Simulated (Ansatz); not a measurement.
# SiF₂: how energies converge with the basis set

Aim: see how fast density functionals and correlated methods converge with the basis set for SiF₂.

Program: Ansatz 0.2.0, Gaussian basis. Level of theory: one geometry, several basis sets. These are calculated values, not measurements.

The runs, in order: PBE0-D4/def2-SVP; ωB97M-V/def2-SVP; PBE0-D4/def2-QZVPP; ωB97M-V/def2-QZVPP; CCSD(T)/cc-pV(D+d)Z; CCSD(T)/cc-pV(T+d)Z; CCSD(T)/cc-pV(Q+d)Z; the functionals' def2-TZVPP values are taken from earlier runs.

## Step 1: The geometry

An earlier PBE0-D4 in a triple-zeta def2 set relaxation fixed the geometry.

3 atoms, charge 0, spin multiplicity 1.

Atoms are counted from 1 here; the program's logs count them from 0.

Bond lengths: F1–Si2 1.601 Å, Si2–F3 1.601 Å. Angles: F1–Si2–F3 100.6°.

Geometry (Å):

```xyz
3
charge 0, multiplicity 1
F     0.1663    1.2468    0.2294
Si   -0.5949   -0.0464   -0.3301
F     0.4286   -1.2004    0.1007
```

## Step 2: PBE0-D4 in def2-SVP

Contents of in.yaml:

```yaml
crystal:
  periodic: [false, false, false]
  atoms:
    - {symbol: F, position_ang: [0.166332, 1.246764, 0.229357]}
    - {symbol: Si, position_ang: [-0.594911, -0.046399, -0.330074]}
    - {symbol: F, position_ang: [0.428580, -1.200354, 0.100717]}
basis:
  gaussian: {orbitals: def2-SVP}
hamiltonian: {xc: pbe0, dispersion: d4}
output: {orbitals: {seedname: orbitals}}
```

Run with:

```
ansatz run in.yaml --threads 2 --pin off --events-out ev --progress --plain --max-ram 32768MiB --backend cpu
```

Further steps of the session: ωB97M-V in def2-SVP; PBE0-D4 in def2-QZVPP; ωB97M-V in def2-QZVPP; CCSD(T) in cc-pV(D+d)Z; CCSD(T) in cc-pV(T+d)Z; CCSD(T) in cc-pV(Q+d)Z.

Q: Predict the results of all the runs planned. Wanted: MP2 correlation recovered, cc-pV(D+d)Z; MP2 correlation recovered, cc-pV(T+d)Z; MP2 correlation recovered, cc-pV(Q+d)Z; CCSD(T) limit from def2 sets; PBE0-D4: double and triple zeta above quadruple; ωB97M-V: double and triple zeta above quadruple.

As calculated:

| quantity | value |
| --- | --- |
| MP2 correlation recovered, cc-pV(D+d)Z | 65.2 % |
| MP2 correlation recovered, cc-pV(T+d)Z | 86.4 % |
| MP2 correlation recovered, cc-pV(Q+d)Z | 94.3 % |
| CCSD(T) limit from def2 sets (earlier runs) less the limit of this series | 11 meV |
| PBE0-D4: double and triple zeta above quadruple | 10.56, 0.60 eV |
| ωB97M-V: double and triple zeta above quadruple | 10.64, 0.56 eV |

What this shows: PBE0-D4 gains 9.96 eV from double to triple zeta, then 0.60 eV more. Correlation climbs from 65 % (cc-pV(D+d)Z) to 94 % (cc-pV(Q+d)Z) of the limit; Hartree-Fock is 0.193 eV from its own by then. A limit from the def2 sets, made apart, differs by 11 meV, a least measure of the doubt on such a limit. These are total energies; as a rule much of such shifts cancels in differences, which this series doesn't test.
